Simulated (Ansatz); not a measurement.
# The boron atom (doublet): wave-function methods side by side, STO-3G

How much of the correlation energy of the boron atom (doublet) does each wave-function method recover here?

Computed with Ansatz 0.2.0, Gaussian basis. Level: STO-3G, core rule «outside noble gas», up to 1 orbitals frozen.

To be run: CCSD(T) on UHF; BCCD(T) on ROHF; CISD; CCSDT on ROHF; CCSDT on UHF; CASSCF and MRCISD+Q, 3 electrons in 4 orbitals; CASSCF and MRCISD+Q(relaxed), 3 electrons in 4 orbitals; CASSCF and NEVPT4(SD), 3 electrons in 4 orbitals; CASSCF and NEVPT2, 3 electrons in 4 orbitals; Full CI; Full CI in the symmetry of the determinant.

### Step 1. The atom

A free atom, in its lowest state of this spin that the program finds.

1 atom, charge 0, spin multiplicity 2.

### Step 2. CCSD(T) on UHF

The input, in.yaml:

```yaml
crystal:
  periodic: [false, false, false]
  atoms:
    - {symbol: B, position_ang: [0.000000, 0.000000, 0.000000]}
basis:
  gaussian: {orbitals: STO-3G}
magnetization: {spin_polarized: true, initial_magnetization: 1}
correlation: {method: ccsd_t, electrons: outside_noble_gas}
```

Started as:

```console
> ansatz run in.yaml --threads 1 --pin off --events-out ev --progress --plain --max-ram 3916MiB
```

Further steps of the session: BCCD(T) on ROHF; CISD; CCSDT on ROHF; CCSDT on UHF; CASSCF and MRCISD+Q, 3 electrons in 4 orbitals; CASSCF and MRCISD+Q(relaxed), 3 electrons in 4 orbitals; CASSCF and NEVPT4(SD), 3 electrons in 4 orbitals; CASSCF and NEVPT2, 3 electrons in 4 orbitals; Full CI; Full CI in the symmetry of the determinant.

Q: Predict the results of all the runs planned. Wanted: FCI below the UHF energy; UMP2 from FCI; UCCSD(T) from FCI; NEVPT2 valence from FCI; NEVPT4(SD) valence from FCI; MRCISD+Q valence from FCI; effectively unpaired electrons.

As calculated:

| quantity | value |
| --- | --- |
| FCI below the UHF energy | -1.0883 eV |
| UMP2 from FCI | +580.6 meV |
| UCCSD(T) from FCI | -0.1 meV |
| NEVPT2 valence from FCI | -3.3 meV |
| NEVPT4(SD) valence from FCI | -3.3 meV |
| MRCISD+Q valence from FCI | -3.3 meV |
| levels within 1 kcal/mol (43 meV) | UCCSD, UCCSD(T), BCCD(T), UCCSDT, CASSCF valence, NEVPT2 valence, NEVPT4(SD) valence, MRCISD valence, MRCISD+Q valence, MRCISD+Q(relaxed) valence |
| effectively unpaired electrons | 1.08 |

UCCSD(T) misses by -0.1 meV, 0.0 % of the correlation energy. CASSCF valence, NEVPT2 valence, NEVPT4(SD) valence, MRCISD valence, MRCISD+Q valence, MRCISD+Q(relaxed) valence fall below full CI, which methods that aren't variational can do. One determinant dominates. Of the multireference levels listed NEVPT2 valence comes nearest in total energy (-3.3 meV), which doesn't show that its space is the better one. These misses are within one basis, not against nature; the frozen cores of restricted and unrestricted runs differ, which can shift their rows.
